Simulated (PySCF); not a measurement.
Delta-SCF ions had no search for a lower state. Excitations are Tamm–Dancoff values on a coarser integration grid. The basis has no diffuse functions, so Rydberg states are missing or too high.

# AlCl$_{3}$, SMILES `[Cl][Al]([Cl])[Cl]` (charge 0, multiplicity 1)

Computed with ωB97X-D3(BJ)/def2-TZVP // PBE0-D3(BJ)/def2-TZVP run with PySCF.

The HOMO is -11.87 eV and the dipole moment is 0.00 D. The HOMO–LUMO gap is 12.63 eV and the LUMO comes out as 0.76 eV. The S1 excitation (TDA) is 7.34 eV and the S1 oscillator strength is 0.000. The T1 excitation (TDA) comes out as 7.03 eV, the S1–T1 gap (TDA) is 0.31 eV and the vertical ionisation energy (Delta-SCF) comes out as 12.07 eV. The total energy is -1623.3370 Ha. The cost comes out as about 70 core-seconds (a rough figure).

Bonds (Å): Cl1–Al2 2.069, Al2–Cl3 2.069, Al2–Cl4 2.069. Bond angles (°): Cl1–Al2–Cl3 120.0, Cl1–Al2–Cl4 120.0, Cl3–Al2–Cl4 120.0.
